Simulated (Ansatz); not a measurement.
The input, for Ansatz 0.2.0:

```yaml
crystal:
  periodic: [false, false, false]
  atoms:
    - {symbol: Al, position_ang: [-0.000006, -0.113958, 2.175529]}
    - {symbol: N, position_ang: [0.000059, -0.123062, 0.342317]}
    - {symbol: C, position_ang: [-0.000023, -0.259290, -0.857208]}
    - {symbol: H, position_ang: [-0.000030, 0.496310, -1.660638]}
basis:
  gaussian: {orbitals: cc-pVDZ}
magnetization: {spin_polarized: false, initial_magnetization: 1}
correlation: {method: bccd_t, electrons: outside_noble_gas}
```

```sh
$ ansatz run in.yaml --threads 1 --pin off --events-out ev --progress --plain --max-ram 2393MiB
```

The program prints:

```
495 factors; integrals over basis functions are off by at most 1.2e-3 eV
mean field evaluation 1: about -9107.4400 eV, gradient 2.6e1 eV
mean field evaluation 2: about -9107.4429 eV, gradient 2.6e1 eV
mean field evaluation 4: about -9109.3427 eV, gradient 3.9e0 eV
mean field evaluation 8: about -9109.4216 eV, gradient 1.2e-1 eV
mean field evaluation 16: about -9109.3395 eV, gradient 3.9e0 eV
mean field evaluation 32: about -9105.9905 eV, gradient 7.2e0 eV
mean field evaluation 64: about -9104.3857 eV, gradient 1.4e1 eV
mean field evaluation 96: about -9104.1920 eV, gradient 5.5e-3 eV
mean field evaluation 128: about -9107.6956 eV, gradient 5.9e-4 eV
mean field evaluation 160: about -9099.5485 eV, gradient 3.4e0 eV
mean field -9109.42178710 eV, -334.7650760880 hartree, gradient 2.5e-6 eV, S^2 0.750000; 3 other end points of the search recorded, 0 dependent functions left out
mean field evaluation 192: about -9109.5060 eV, gradient 4.6e-1 eV
determinant -9109.42178710 eV, -334.7650760880 hartree, with singles and doubles -9118.81628446 eV, -335.1103174982 hartree
determinant -9107.69557292 eV, -334.7016388870 hartree, with singles and doubles -9117.58094560 eV, -335.0649196325 hartree
7 core orbitals not correlated: weight in the atoms' cores, before any rotation towards them, 1.000 or more for the frozen orbitals, at most 0.000 for the correlated occupied ones
reference -9109.42178710 eV, -334.7650760880 hartree; 7, 6 occupied and 37, 38 virtual orbitals, 495 factors
second order -8.65400349 eV of doubles, -0.07499132 eV of singles
cycle   1  -9.36542597 eV  change    2.9e-2 eV  update   1.8e-2
cycle   2  -9.37372907 eV  change   -8.3e-3 eV  update   8.3e-3
cycle   3  -9.37481614 eV  change   -1.1e-3 eV  update   3.7e-3
cycle   4  -9.36947138 eV  change    5.3e-3 eV  update   2.4e-3
cycle   5  -9.37057666 eV  change   -1.1e-3 eV  update   1.2e-3
cycle   6  -9.37084751 eV  change   -2.7e-4 eV  update   3.8e-4
cycle   7  -9.37088082 eV  change   -3.3e-5 eV  update   1.4e-4
cycle   8  -9.37092970 eV  change   -4.9e-5 eV  update   5.7e-5
cycle   9  -9.37092970 eV  change   -6.4e-9 eV  update   2.6e-5
cycle  10  -9.37092250 eV  change    7.2e-6 eV  update   1.2e-5
perturbative correction -0.41588698 eV, -0.0152835646 hartree
Total energy: -9119.20859657 eV, -335.1247347025 hartree
```

For the same geometry and basis UCCSDT(Q) lies 62.7 meV lower.

Ran on 1 thread of AMD EPYC, shared host: 12 s wall, 0.18 GiB peak host memory.
